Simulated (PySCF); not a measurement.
Numbering as in the mapped SMILES `[CH:1]#[C:2][CH:3]([CH3:4])[CH3:5]`. Hydrogens are named by the atom that carries them.

GIAO PBE0/pcSseg-1 shifts (PySCF 2.14, gas phase, non-relativistic, equivalent atoms averaged), each against references optimised in the same way as the molecule (TMS).

On the GFN2-xTB geometry: C2 94.6, C1 74.6, C4/C5 25.4, C3 23.0, H(C3) 2.52, H(C1) 1.47, H(C4)/H(C5) 1.23 ppm.

Task: What changes on the PBE0-D3(BJ)/def2-SVP geometry?

Result: 
| atoms | δ (ppm) | change |
| --- | --- | --- |
| C2 | 92.7 | -1.9 |
| C1 | 74.0 | -0.6 |
| C4/C5 | 24.6 | -0.8 |
| C3 | 22.5 | -0.5 |
| H(C3) | 2.39 | -0.13 |
| H(C1) | 1.88 | +0.41 |
| H(C4)/H(C5) | 1.14 | -0.09 |

Bonds between heavy atoms that differ most (equivalent bonds averaged): C1–C2 1.196 → 1.211 Å, C2–C3 1.453 → 1.464 Å. Mean change of bonds to hydrogen: C–H +0.013 Å.
